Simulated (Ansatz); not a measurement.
## Ansatz (development build ahead of 0.2.0) run

```yaml
crystal:
  periodic: [false, false, false]
  atoms:
    - { symbol: F, position_ang: [-0.02535, -0.00332, -0.55104] }
    - { symbol: F, position_ang: [0.03419, 9.0e-05, 0.61023] }
basis:
  gaussian: { orbitals: def2-SVP }
hamiltonian:
  xc: hf
```

The input is written out in the form of the current development build from the run's settings.

The run gave:

* Converged: yes
* Total energy: -198.47111 hartree
* Spin squared of the determinant: 0.000

Caution: no unrestricted run beside it, a lower state can exist.
